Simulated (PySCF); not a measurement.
## Computed and published core binding energies of `S=C=S`

The experiment to reproduce (core binding energies): S 2p3/2 of S1/S3 169.80 eV [1]; S 2p3/2 of S1/S3 169.98 eV [2]; C 1s of C2 293.10 eV [3]; S 1s of S1/S3 2478.10 eV [5]; S 1s of S1/S3 2478.10 eV [6]. Sources and the comparison follow the method.

Species: CS2.
SMILES with atom numbers: `[S:1]=[C:2]=[S:3]`

Level of theory: delta-SCF UKS SCAN, pcX-3 on the ionised atom, pcseg-2 elsewhere, spin-free X2C in PySCF 2.14.0. These are vertical core ionisation energies against the vacuum level, from separate self-consistent calculations with and without the core hole.

```csv
atom,environment,level,this calculation (eV),reference (eV),difference (eV),source
S1/S3,sulfur bonded to C,S 2p3/2,170.05,169.80,+0.25,[1]
S1/S3,sulfur bonded to C,S 2p3/2,170.05,169.98,+0.07,[2]
C2,central carbon of cumulated double bonds,C 1s,293.24,293.10,+0.14,[3]
S1/S3,sulfur bonded to C,S 1s,2477.94,2478.00,-0.06,[4]
S1/S3,sulfur bonded to C,S 1s,2477.94,2478.10,-0.16,[5]
S1/S3,sulfur bonded to C,S 1s,2477.94,2478.10,-0.16,[6]
```

[1] measured, gas; Jolly et al., Core electron binding energies of thiazyl fluoride (Lawrence Berkeley Laboratory report, escholarship qt4fd2758m) Note: scanned report of the 1970s; older calibration.
[2] measured, gas; Vidal, Pokhilko, Krylov, Coriani, J. Phys. Chem. Lett. 2020, 11, 8314
[3] measured, gas; Theoretical prediction of core-level binding energies: analysis of unexpected errors, J. Phys. Chem. A 2024 (PMC10860126)
[4] computed, SFX2C-1e-ΔCCSD(T)/cc-pCVTZ-unc* + high-level relativistic corrections, gas; Zheng, Zhang, Jin, Southworth, Cheng, Phys. Chem. Chem. Phys. 2022, 24, 13587
[5] measured, gas; Cunha, Hait, Kang, Mao, Head-Gordon, J. Phys. Chem. Lett. 2022, 13, 3438 (arXiv:2111.08405)
[6] measured, gas; Zheng, Zhang, Jin, Southworth, Cheng, Phys. Chem. Chem. Phys. 2022, 24, 13587

Task: How far is it from the measured entries?

Result: Over the 4 different measured values (3 distinct lines) the mean signed difference is +0.08 eV, the mean unsigned one 0.15 eV and the largest 0.25 eV; the computed references in the table aren't counted. The calculation is vertical and has no vibrational structure, and measured positions depend on the energy calibration.

The first atom of each set that the bonding makes equivalent was ionised and stands for the set. Spin–orbit coupling isn't in the SCF: each 2p doublet comes from a relaxed spin-free hole plus a matrix of the shell (mean-field spin–orbit coupling and the ground-state 2p splitting), with 2p3/2 averaged over its two sublevels. 2p1/2 minus 2p3/2 (ligand field included): S 1.23 eV. Geometry: PBE0-D3(BJ)/def2-TZVP; no solvent, vibrations or thermal averaging.

Hardware: one thread of an Arm Neoverse N1, no GPU, shared host. Cost: 14 s, 0.50 GiB resident at most.
